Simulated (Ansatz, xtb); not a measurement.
## Worked example: C2H2ClF → C2HF + HCl

Species: C2H2ClF (1-chloro-2-fluoroethylene) `F/C=C/Cl`, singlet; C2HF (fluoroacetylene) `C#CF`, singlet; HCl, singlet. 

Shapes, held fixed at every level: PBE0-D4/def2-TZVP. Programs: Ansatz 0.2.0, xtb 6.7.1. The zero-point and thermal change to 298 K, harmonic and unscaled (PBE0-D4/def2-TZVP), is -15.1 kJ/mol.

At CCSD(T)/CBS estimate; 1 Eh = 2625.50 kJ/mol:

| species | energy (Eh) |
| --- | --- |
| C2H2ClF | -636.834666 |
| C2HF | -176.383876 |
| HCl | -460.381270 |

Q: Work out ΔH(298 K) of the reaction at this level.

A: 
1. Products less reactants: (-176.383876) + (-460.381270) − [(-636.834666)] = 0.069520 Eh = +182.5 kJ/mol.
2. With the thermal change: +182.5 + (-15.1) = +167.4 kJ/mol.

Other levels give +161.0 (CCSD/def2-SVP) to +190.4 kJ/mol (PBE0-D4/def2-TZVPP). No measured value is set beside it here. The CBS estimate extrapolates MP2 from def2-TZVPP and def2-QZVPP and adds CCSD(T) − MP2 in the triple-zeta set, cores frozen.
